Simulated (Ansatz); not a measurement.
Voigt–Reuss–Hill shear modulus (GPa) of 37 elemental metals, computed with PBE (Ansatz, a program for electronic structure, PAW) and with LDA (Ansatz, plane waves, PAW). The set holds measured phases with no doubt noted on the run or the magnetic state but for the caveats below. 6 more of the class have both values but aren't in it, for one of these reasons: built or high-temperature cells, doubts on the run or the magnetic state, unlike cells, values of zero, layered or molecular crystals. Solids without a value at one level (not run, failed, or a magnetic order lost), or held back for tests, aren't counted.

Every twentieth of the way through the set, in order of the shift (worked out from unrounded values):

| solid | PBE | LDA | shift (%) |
|---|---|---|---|
| hcp Zr | 34.4 | 26.3 | -24 |
| hcp Ti | 47.4 | 42.5 | -10.5 |
| bcc Li | 5.05 | 4.94 | -2.2 |
| hcp Y | 26.5 | 26.1 | -1.3 |
| hcp Mg | 20.1 | 22.2 | +10.0 |
| hcp Re | 176 | 195 | +10.6 |
| hcp Tc | 143 | 161 | +12.6 |
| fcc Ir | 221 | 251 | +13.6 |
| hcp Ru | 197 | 226 | +14.7 |
| fcc Pb | 10.9 | 12.7 | +16.5 |
| bcc Rb | 0.88 | 1.03 | +17.6 |
| hcp Lu | 31.9 | 37.9 | +18.8 |
| fcc Rh | 154 | 184 | +19.7 |
| bcc Ba | 5.76 | 6.96 | +21 |
| fcc Cu | 52.4 | 66.3 | +26 |
| fcc Pt | 53.6 | 69.1 | +29 |
| fcc Au | 21.5 | 28.1 | +31 |
| fcc Pd | 41.6 | 55.7 | +34 |
| hcp Zn | 41.8 | 57.1 | +37 |
| fcc Ag | 27.9 | 41.3 | +48 |
| hcp Cd | 13.6 | 29.1 | +113 |

The shift from PBE to LDA has a median of +17.6 %, and eight in ten lie between -3.4 % and +38 %; LDA is the larger in 31 of 37. Each level is at its own cell, so the shift holds the change of volume too.

Ansatz's runs of these crystals have no spin polarisation, but for bcc Fe, hcp Co, fcc Ni.

Density-functional runs with spin start from parallel moments for bcc Fe, parallel moments for hcp Co, parallel moments for fcc Ni.

Spin–orbit coupling is left out, also for the solids with elements from indium on (fcc Pt, hcp Os, bcc Ba, white tin (β-Sn), double-hcp La, hcp Tl, fcc Ir, hcp Re, bcc Cs, hcp Hf and 3 more); its size isn't shown.

Each level is taken at its own relaxed cell. Ansatz's density-functional and Hartree–Fock values are scalar-relativistic unless marked +SOC, with PAW data made under PBE.
